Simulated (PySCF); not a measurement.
Ethene, chloro-, C2H3Cl, SMILES C=CCl, point group Cs.

Level: HF/cc-pVDZ in PySCF (density fitting, grid level 2); geometry and Hessian at that level, cubic constants and property derivatives from steps of ±0.6 along each species' dimensionless normal coordinates, second-order vibrational perturbation theory. The parent has the commonest isotopes.

Equilibrium geometry (Å):

```
atom        x        y        z
  C1  -0.7077  -0.1993   0.0021
  C2   0.5050   0.3061  -0.0585
 Cl3   1.9452  -0.6457   0.1792
  H4  -1.5609   0.4477  -0.1553
  H5  -0.8873  -1.2461   0.2051
  H6   0.7182   1.3453  -0.2589
```

Question: Give the equilibrium and ground-state rotational constants (MHz) of parent; ²H at 6.

Answer: 
```tsv
species	Ae	Be	Ce	A0	B0	C0	Δ0 (u Å²)	harmonic ZPE (cm⁻¹)
parent	57821	5993.7	5430.8	57428	5966.3	5398.6	0.106	9981
²H at 6	45140	5954.6	5260.7	44887	5926.9	5229.3	0.116	9240
```

Δ0 = Ic − Ia − Ib from the ground-state constants.

Question: How is the parent's vibrational correction B0 − Be made up?

Answer: 
```tsv
axis	harmonic	Coriolis	cubic	total (MHz)
a	341	-108	-627	-394
b	9.58	-0.825	-36.2	-27.4
c	4.47	-1.34	-35.2	-32.1
```

Question: And its quartic centrifugal distortion constants from the harmonic force field?

Answer: Asymmetric top, A reduction, Ir representation: ΔJ = 2.67 kHz, ΔJK = -36.6 kHz, ΔK = 1170 kHz, δJ = 0.378 kHz, δK = 15.5 kHz.

Question: Which nuclear quadrupole couplings χaa, χbb, χcc (MHz) does the parent show, at equilibrium and averaged?

Answer: 35Cl at 3: -53.3, 23.5, 29.8 and -53.1, 23.3, 29.8.
